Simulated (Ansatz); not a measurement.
# CH4O (methanol): a chain of runs, part 2 of 2

Ansatz 0.2.0. Earlier steps stand in the parts before.

### Step 5. The doublet cation: a single-point energy at UCCSD(T)/STO-3G (run 4)

job.yaml reads:

```yaml
crystal:
  periodic: [false, false, false]
  atoms:
    - symbol: C
      position_ang: [-0.098813, -0.185258, -0.269461]
    - symbol: O
      position_ang: [-0.176366, 0.298325, 1.047857]
    - symbol: H
      position_ang: [-0.858893, -0.978023, -0.372841]
    - symbol: H
      position_ang: [0.890837, -0.631189, -0.505708]
    - symbol: H
      position_ang: [-0.318383, 0.596429, -1.027657]
    - symbol: H
      position_ang: [0.483672, 0.995818, 1.160670]
basis:
  gaussian:
    orbitals: STO-3G
total_charge: 1
magnetization:
  spin_polarized: true
  initial_magnetization: 1
correlation:
  method: ccsd_t
scf:
  omitted_lower_state_checks: [cluster_reference]
```

The run is started by

```sh
ansatz run job.yaml --threads 1 --pin off --max-ram 2610MiB --events-out events.jsonl --progress --plain --runs-dir runs
```

Log:

```text
Warning: RAYON_NUM_THREADS=1 ignored (pool sized by the plan → 1); use --threads N
Functional definition: HF
  name "HF"
  exchange = exact_x
  correlation = 0
these checks for a lower state are left out or cut short: cluster_reference
194 factors; integrals over basis functions are off by at most 3.6e-5 eV
mean field evaluation 1: about -3079.1665 eV, gradient 1.6e1 eV
mean field evaluation 2: about -3079.2503 eV, gradient 1.6e1 eV
mean field evaluation 4: about -3082.0397 eV, gradient 4.1e0 eV
mean field evaluation 8: about -3082.4757 eV, gradient 4.9e-4 eV
mean field evaluation 16: about -3082.4393 eV, gradient 1.3e0 eV
mean field -3082.47264011 eV, -113.2787801489 hartree, gradient 1.1e-6 eV, S^2 0.757592; 1 other end points of the search recorded, 0 dependent functions left out
2 core orbitals not correlated: weight in the atoms' cores, before any rotation towards them, 1.000 or more for the frozen orbitals, at most 0.000 for the correlated occupied ones
reference -3082.47264011 eV, -113.2787801489 hartree; 7, 6 occupied and 5, 6 virtual orbitals, 194 factors
second order -2.19062450 eV of doubles, -0.00000000 eV of singles
cycle   1  -2.71497516 eV  change   -5.2e-1 eV  update   5.7e-2
cycle   2  -3.00938899 eV  change   -2.9e-1 eV  update   2.7e-2
cycle   3  -3.03842655 eV  change   -2.9e-2 eV  update   1.1e-2
cycle   4  -3.04404821 eV  change   -5.6e-3 eV  update   4.3e-3
cycle   5  -3.04380584 eV  change    2.4e-4 eV  update   1.3e-3
cycle   6  -3.04308919 eV  change    7.2e-4 eV  update   4.6e-4
cycle   7  -3.04319131 eV  change   -1.0e-4 eV  update   1.6e-4
cycle   8  -3.04323064 eV  change   -3.9e-5 eV  update   6.8e-5
cycle   9  -3.04318627 eV  change    4.4e-5 eV  update   2.1e-5
cycle  10  -3.04318987 eV  change   -3.6e-6 eV  update   5.5e-6
perturbative correction -0.02409264 eV, -0.0008853880 hartree
Total energy: -3085.53992262 eV, -113.3915007020 hartree
Checks for a lower state left out: cluster_reference
```

Run time: 0.1 s. Hardware: 1 thread of Arm Neoverse V2, shared host.

### Step 6. The doublet cation: a structure relaxation at U-wB97/def2-SV(P) (run 5)

in.yaml reads:

```yaml
crystal:
  periodic: [false, false, false]
  atoms:
    - {symbol: C, position_ang: [-0.098813, -0.185258, -0.269461]}
    - {symbol: O, position_ang: [-0.176366, 0.298325, 1.047857]}
    - {symbol: H, position_ang: [-0.858893, -0.978023, -0.372841]}
    - {symbol: H, position_ang: [0.890837, -0.631189, -0.505708]}
    - {symbol: H, position_ang: [-0.318383, 0.596429, -1.027657]}
    - {symbol: H, position_ang: [0.483672, 0.995818, 1.160670]}
basis:
  gaussian:
    orbitals: def2-SV_P_.json
relax: {}
magnetization:
  spin_polarized: true
  initial_magnetization: 1
total_charge: 1
hamiltonian:
  xc: {name: wB97}
```

The basis set def2-SV(P) is read from a file made from the Basis Set Exchange's data (not shown).

The run is started by

```sh
ansatz run in.yaml --threads 1 --pin off --max-ram 2610MiB --events-out events.jsonl --progress --plain --runs-dir runs
```

Log:

```text
Warning: RAYON_NUM_THREADS=1 ignored (pool sized by the plan → 1); use --threads N
[... 18 set-up lines as earlier in the session ...]
      + integral(e_c_pw_opposite_spin*poly(b97_u_opposite, 1, cos1, cos2, cos3, cos4))
440 factors; integrals over basis functions are off by at most 4.2e-4 eV
180 factors; integrals over basis functions are off by at most 5.7e-7 eV
mean field evaluation 1: about -3128.1862 eV, gradient 3.9e1 eV
mean field evaluation 2: about -3128.0091 eV, gradient 4.3e1 eV
mean field evaluation 4: about -3134.4409 eV, gradient 2.5e0 eV
mean field evaluation 8: about -3134.5122 eV, gradient 7.1e-2 eV
mean field evaluation 16: about -3134.5123 eV, gradient 1.5e-4 eV
mean field -3134.51228626 eV, -115.1912018713 hartree, gradient 2.3e-5 eV, S^2 0.754721; 0 other end points of the search recorded, 0 dependent functions left out
the calculation of the forces begins
reference -3134.51228144 eV, -115.1912016944 hartree; 9, 8 occupied and 27, 28 virtual orbitals, 440 factors
relax step   1: F+E_penalty+E_count = -3134.51228626 eV  Δ(F+E_penalty+E_count) = +0.000e0 eV  max|allowed force component| = 1.719e0 eV/Å  Δτ_max = 0.0000 Å  (34 SCF iters, accepted)
these checks for a lower state are left out or cut short: starts, cluster_reference, orbital_swaps, neighbouring_geometries, increment
440 factors; integrals over basis functions are off by at most 4.4e-4 eV
180 factors; integrals over basis functions are off by at most 5.6e-7 eV
mean field -3134.66909998 eV, -115.1969646694 hartree, gradient 2.3e-5 eV, S^2 0.754683; 0 other end points of the search recorded, 0 dependent functions left out
the calculation of the forces begins
reference -3134.66909515 eV, -115.1969644917 hartree; 9, 8 occupied and 27, 28 virtual orbitals, 440 factors
relax step   2: F+E_penalty+E_count = -3134.66909998 eV  Δ(F+E_penalty+E_count) = -1.568e-1 eV  max|allowed force component| = 8.902e-1 eV/Å  Δτ_max = 0.0530 Å  (33 SCF iters, accepted)
these checks for a lower state are left out or cut short: starts, cluster_reference, orbital_swaps, neighbouring_geometries, increment
440 factors; integrals over basis functions are off by at most 4.5e-4 eV
180 factors; integrals over basis functions are off by at most 5.5e-7 eV
mean field -3134.69096159 eV, -115.1977680687 hartree, gradient 6.1e-5 eV, S^2 0.754723; 0 other end points of the search recorded, 0 dependent functions left out
the calculation of the forces begins
reference -3134.69095678 eV, -115.1977678919 hartree; 9, 8 occupied and 27, 28 virtual orbitals, 440 factors
relax step   3: F+E_penalty+E_count = -3134.69096159 eV  Δ(F+E_penalty+E_count) = -2.186e-2 eV  max|allowed force component| = 3.383e-1 eV/Å  Δτ_max = 0.0227 Å  (31 SCF iters, accepted)
[... from here on, the SCF cycles and remarks between the steps are left out ...]
relax step   4: F+E_penalty+E_count = -3134.69455907 eV  Δ(F+E_penalty+E_count) = -3.597e-3 eV  max|allowed force component| = 1.110e-1 eV/Å  Δτ_max = 0.0130 Å  (31 SCF iters, accepted)
relax step   5: F+E_penalty+E_count = -3134.69507417 eV  Δ(F+E_penalty+E_count) = -5.151e-4 eV  max|allowed force component| = 2.070e-2 eV/Å  Δτ_max = 0.0062 Å  (31 SCF iters, accepted)
relax step   6: F+E_penalty+E_count = -3134.69507735 eV  Δ(F+E_penalty+E_count) = -3.185e-6 eV  max|allowed force component| = 1.551e-2 eV/Å  Δτ_max = 0.0031 Å  (30 SCF iters, accepted)
relax step   7: F+E_penalty+E_count = -3134.69510507 eV  Δ(F+E_penalty+E_count) = -2.771e-5 eV  max|allowed force component| = 5.048e-3 eV/Å  Δτ_max = 0.0015 Å  (26 SCF iters, accepted)
relax step   8: F+E_penalty+E_count = -3134.69565471 eV  Δ(F+E_penalty+E_count) = -5.496e-4 eV  max|allowed force component| = 4.382e-2 eV/Å  Δτ_max = 0.0260 Å  (36 SCF iters, accepted)
relax step   9: F+E_penalty+E_count = -3134.69590015 eV  Δ(F+E_penalty+E_count) = -2.454e-4 eV  max|allowed force component| = 4.782e-2 eV/Å  Δτ_max = 0.0041 Å  (34 SCF iters, accepted)
relax step  10: F+E_penalty+E_count = -3134.69695481 eV  Δ(F+E_penalty+E_count) = -1.055e-3 eV  max|allowed force component| = 1.076e-1 eV/Å  Δτ_max = 0.0180 Å  (36 SCF iters, accepted)
relax step  11: F+E_penalty+E_count = -3134.69923424 eV  Δ(F+E_penalty+E_count) = -2.279e-3 eV  max|allowed force component| = 1.961e-1 eV/Å  Δτ_max = 0.0255 Å  (36 SCF iters, accepted)
relax step  12: F+E_penalty+E_count = -3134.70888446 eV  Δ(F+E_penalty+E_count) = -9.650e-3 eV  max|allowed force component| = 1.677e-1 eV/Å  Δτ_max = 0.0545 Å  (37 SCF iters, accepted)
relax step  13: F+E_penalty+E_count = -3134.71036264 eV  Δ(F+E_penalty+E_count) = -1.478e-3 eV  max|allowed force component| = 7.353e-1 eV/Å  Δτ_max = 0.0768 Å  (39 SCF iters, accepted)
relax step  14: F+E_penalty+E_count = -3134.72331240 eV  Δ(F+E_penalty+E_count) = -1.295e-2 eV  max|allowed force component| = 2.215e-1 eV/Å  Δτ_max = 0.0140 Å  (34 SCF iters, accepted)
relax step  15: F+E_penalty+E_count = -3134.73460057 eV  Δ(F+E_penalty+E_count) = -1.129e-2 eV  max|allowed force component| = 2.471e-1 eV/Å  Δτ_max = 0.0507 Å  (37 SCF iters, accepted)
relax step  16: F+E_penalty+E_count = -3134.63917922 eV  Δ(F+E_penalty+E_count) = +9.542e-2 eV  max|allowed force component| = 2.164e0 eV/Å  Δτ_max = 0.1990 Å  (40 SCF iters, rejected (line search))
relax step  17: F+E_penalty+E_count = -3134.73250877 eV  Δ(F+E_penalty+E_count) = +2.092e-3 eV  max|allowed force component| = 5.574e-1 eV/Å  Δτ_max = 0.0994 Å  (38 SCF iters, rejected (line search))
relax step  18: F+E_penalty+E_count = -3134.74381162 eV  Δ(F+E_penalty+E_count) = -9.211e-3 eV  max|allowed force component| = 8.750e-2 eV/Å  Δτ_max = 0.0485 Å  (38 SCF iters, accepted)
relax step  19: F+E_penalty+E_count = -3134.74700995 eV  Δ(F+E_penalty+E_count) = -3.198e-3 eV  max|allowed force component| = 5.501e-1 eV/Å  Δτ_max = 0.0984 Å  (37 SCF iters, accepted)
relax step  20: F+E_penalty+E_count = -3134.75231855 eV  Δ(F+E_penalty+E_count) = -5.309e-3 eV  max|allowed force component| = 9.621e-2 eV/Å  Δτ_max = 0.0315 Å  (33 SCF iters, accepted)
relax step  21: F+E_penalty+E_count = -3134.75417267 eV  Δ(F+E_penalty+E_count) = -1.854e-3 eV  max|allowed force component| = 8.541e-2 eV/Å  Δτ_max = 0.0385 Å  (38 SCF iters, accepted)
relax step  22: F+E_penalty+E_count = -3134.75442648 eV  Δ(F+E_penalty+E_count) = -2.538e-4 eV  max|allowed force component| = 1.988e-2 eV/Å  Δτ_max = 0.0145 Å  (34 SCF iters, accepted)
these checks for a lower state are left out or cut short: starts, cluster_reference, orbital_swaps, neighbouring_geometries, increment
440 factors; integrals over basis functions are off by at most 4.0e-4 eV
180 factors; integrals over basis functions are off by at most 5.7e-7 eV
mean field -3134.75448041 eV, -115.2001023420 hartree, gradient 1.2e-5 eV, S^2 0.754741; 0 other end points of the search recorded, 0 dependent functions left out
the calculation of the forces begins
reference -3134.75447605 eV, -115.2001021819 hartree; 9, 8 occupied and 27, 28 virtual orbitals, 440 factors
relax step  23: F+E_penalty+E_count = -3134.75448041 eV  Δ(F+E_penalty+E_count) = -5.393e-5 eV  max|allowed force component| = 7.354e-3 eV/Å  Δτ_max = 0.0059 Å  (32 SCF iters, accepted)
440 factors; integrals over basis functions are off by at most 4.0e-4 eV
180 factors; integrals over basis functions are off by at most 5.7e-7 eV
mean field evaluation 160: about -3134.7140 eV, gradient 2.1e0 eV
mean field -3134.75448041 eV, -115.2001023420 hartree, gradient 1.2e-5 eV, S^2 0.754741; 1 other end points of the search recorded, 0 dependent functions left out
the calculation of the forces begins
reference -3134.75447605 eV, -115.2001021819 hartree; 9, 8 occupied and 27, 28 virtual orbitals, 440 factors
Total energy: -3134.75447605 eV, -115.2001021819 hartree
Atom 0 at    -0.043842    -0.155915    -0.291275 Å, force     0.003994    -0.001991    -0.003279 eV/Å
Atom 1 at    -0.235180     0.571574     0.831048 Å, force     0.005269     0.004117     0.005356 eV/Å
Atom 2 at    -0.853868    -0.950061    -0.293021 Å, force    -0.004632     0.000842    -0.000519 eV/Å
Atom 3 at     0.977691    -0.525017    -0.470847 Å, force     0.003963     0.000521    -0.001213 eV/Å
Atom 4 at    -0.497718     0.447601    -1.138213 Å, force    -0.001240    -0.001906     0.003810 eV/Å
Atom 5 at     0.574970     0.707920     1.395168 Å, force    -0.007354    -0.001583    -0.004154 eV/Å
Dipole moment:     0.261538    -0.120662    -0.090785 e Å
```

It took 56 s on 1 thread of Arm Neoverse V2, shared host; peak memory 0.15 GiB.

Steps, from the record of the run:

| step | energy from the first frame kept (eV) | largest force (eV/Å) |
| --- | --- | --- |
| 1 | 0.0000 | 2.2911 |
| 2 | -0.1568 | 0.9807 |
| 3 | -0.1787 | 0.3534 |
| 4 | -0.1823 | 0.1302 |
| 5 | -0.1828 | 0.0221 |
| 6 | -0.1828 | 0.0215 |
| 7 | -0.1828 | 0.0066 |
| 8 | -0.1834 | 0.0601 |
| 9 | -0.1836 | 0.0566 |
| 10 | -0.1847 | 0.1109 |
| 11 | -0.1869 | 0.2046 |
| 12 | -0.1966 | 0.1794 |
| 13 | -0.1981 | 0.7384 |
| 14 | -0.2110 | 0.2785 |
| 15 | -0.2223 | 0.2703 |
| 16 | -0.1269 | 2.4255 |
| 17 | -0.2202 | 0.5910 |
| 18 | -0.2315 | 0.1230 |
| 19 | -0.2347 | 0.6311 |
| 20 | -0.2400 | 0.1137 |
| 21 | -0.2419 | 0.1185 |
| 22 | -0.2421 | 0.0290 |
| 23 | -0.2422 | 0.0086 |

After the run. Bond lengths: C1–O2 1.351 Å, C1–H3 1.134 Å, C1–H4 1.101 Å, C1–H5 1.135 Å, O2–H6 0.997 Å. Angles: C1–O2–H6 115.4°, O2–C1–H3 106.1°, O2–C1–H4 116.6°, O2–C1–H5 106.1°, H3–C1–H4 115.3°, H3–C1–H5 94.9°, H4–C1–H5 115.3°.

### Step 7. Results

The summary covers parts 1 to 2.

| quantity | value |
| --- | --- |
| run 1, wB97/def2-SV(P): total energy at the end | -115.58948 Eh |
| run 1, wB97/def2-SV(P): dipole moment | 1.76 D |
| run 2, wB97/def2-SV(P): largest force on an atom | 0.001 eV/Å |
| run 2, wB97/def2-SV(P): lowest harmonic wavenumber | 353 cm⁻¹ |
| run 2, wB97/def2-SV(P): highest harmonic wavenumber | 3788 cm⁻¹ |
| run 2, wB97/def2-SV(P): zero-point energy | 135.9 kJ/mol |
| run 3, CCSD(T)/STO-3G: total energy | -113.66670 Eh |
| run 3, CCSD(T)/STO-3G: HOMO energy (Hartree–Fock orbitals) | -9.66 eV |
| run 3, CCSD(T)/STO-3G: LUMO energy (Hartree–Fock orbitals) | 15.96 eV |
| run 3, CCSD(T)/STO-3G: HOMO–LUMO gap (Hartree–Fock orbitals) | 25.61 eV |
| run 3, CCSD(T)/STO-3G: correlation energy (2 core orbitals frozen) | -120.0 mEh |
| run 3, CCSD(T)/STO-3G: (T) correction | -0.78 mEh |
| run 3, CCSD(T)/STO-3G: T1 diagnostic | 0.006 |
| doublet cation, run 4: total energy | -113.39150 Eh |
| doublet cation, run 4: correlation energy (2 core orbitals frozen) | -112.7 mEh |
| doublet cation, run 4: (T) correction | -0.89 mEh |
| doublet cation, run 4: ⟨S²⟩ of the reference determinant | 0.758 |
| doublet cation, run 4: T1 diagnostic | 0.017 |
| doublet cation, run 5: total energy at the end | -115.20010 Eh |
| doublet cation, run 5: ⟨S²⟩ | 0.755 |
| vertical ionisation energy (to the doublet cation), CCSD(T)/STO-3G | 7.489 eV |
| adiabatic ionisation energy (to the doublet cation, no zero-point term), wB97/def2-SV(P) | 10.596 eV |

**Reading.** At CCSD(T)/STO-3G: the vertical ionisation energy comes to 7.49 eV (723 kJ/mol). The measured vertical value is 10.96 eV (NIST CCCBDB): this level is 3.47 eV (32 %) too low. In a minimal basis such a difference can be off by several eV, whatever the method. At wB97/def2-SV(P): the adiabatic ionisation energy (to the doublet cation, no zero-point term) is 10.60 eV (1022 kJ/mol). The measured adiabatic value is 10.84 eV (NIST CCCBDB), which includes the change in zero-point energy. The optimisation (run 1, wB97/def2-SV(P)) took 5 steps and changed the energy by -0.951 eV.
